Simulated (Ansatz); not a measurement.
Molecule: NO2 (charge 0, doublet). It need not be the lowest isomer of its formula. SMILES: [O]N=O
Geometry: optimised at B3LYP-D3(BJ)/def2-TZVP (Ansatz, a program for electronic structure).

Quantity: vertical electron affinity (to the singlet state of charge -1; a negative value means that the extra electron is unbound and the number depends on the basis; each state is the SCF solution reached for its spin; for the singlet T1 is 0.027), in eV. Correlated levels leave the core frozen unless marked. UHF or UKS for open shells. No spin-orbit coupling. No relativistic terms. Anions need diffuse functions: aug- sets have them; def2-D sets add few. Basis-set limits of correlation are two-point, X^-3; Hartree-Fock from the larger set. [CCSD(T)-MP2]/basis is that difference in the basis named.

RI-MP2/CBS(aug-cc-pVTZ,aug-cc-pVQZ)+[CCSD(T)-MP2]/aug-cc-pVTZ (Ansatz) gives 1.42 eV.

Question: Another calculation gave 1.07 eV. Which level was it?
(A) wB97M-V/def2-TZVPD (Ansatz)
(B) PBE0/def2-TZVPD (Ansatz)
(C) PBE/def2-TZVPD (Ansatz)

Answer: C, PBE/def2-TZVPD (Ansatz). The others give 1.39 (wB97M-V), 1.19 (PBE0) eV.
